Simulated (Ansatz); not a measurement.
# Iridium, fcc: convergence with the plane-wave cutoff

Computed with Ansatz, r²SCAN, scalar-relativistic PAW, on the relaxed cell (a = 3.846 Å; spin not included). Errors count from a run at 500 eV on a Γ-centred 23×23×23 mesh with Fermi-Dirac smearing of 0.1 eV, extrapolated to zero width. Fixed here: mesh 14×14×14, Fermi-Dirac width 0.1 eV. The pressure holds a Pulay correction and is unreliable far below the recommended cutoff. The SCF starts from atomic densities corrected by a trained network.

```json
{"cutoff (eV)": "150", "E(σ→0) error (meV/atom)": "44931.2", "P (GPa)": "-151.73", "SCF iterations": "7"}
{"cutoff (eV)": "200", "E(σ→0) error (meV/atom)": "10556.5", "P (GPa)": "-18.81", "SCF iterations": "7"}
{"cutoff (eV)": "250", "E(σ→0) error (meV/atom)": "1694.6", "P (GPa)": "7.53", "SCF iterations": "6"}
{"cutoff (eV)": "300", "E(σ→0) error (meV/atom)": "195.3", "P (GPa)": "-0.95", "SCF iterations": "6"}
{"cutoff (eV)": "350", "E(σ→0) error (meV/atom)": "27.6", "P (GPa)": "-0.19", "SCF iterations": "6"}
{"cutoff (eV)": "420", "E(σ→0) error (meV/atom)": "14.5", "P (GPa)": "-0.02", "SCF iterations": "6"}
{"cutoff (eV)": "500", "E(σ→0) error (meV/atom)": "10.9", "P (GPa)": "-0.03", "SCF iterations": "6"}
{"cutoff (eV)": "600", "E(σ→0) error (meV/atom)": "9.3", "P (GPa)": "-0.01", "SCF iterations": "6"}
{"cutoff (eV)": "800", "E(σ→0) error (meV/atom)": "7.9", "P (GPa)": "-0.03", "SCF iterations": "6"}
```

Within 5 meV/atom of the last row: from 500 eV on.
